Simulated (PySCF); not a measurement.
C₆H₆, SMILES c1ccccc1.

Geometry optimised at TPSSh-D3(BJ)/def2-SVP.

All values below come from SMD-ωB97X/def2-SVP (PySCF).

Solvation free energies are E(SMD) − E(gas) at the gas-phase geometry, for 1 M in both phases. In vacuum the dipole moment is 0.00 D.

Q: Rank water, diethylether, dimethylsulfoxide by solvation free energy, most negative first.

A: diethylether (-4.9 kcal/mol), dimethylsulfoxide (-3.7 kcal/mol), water (-0.8 kcal/mol)
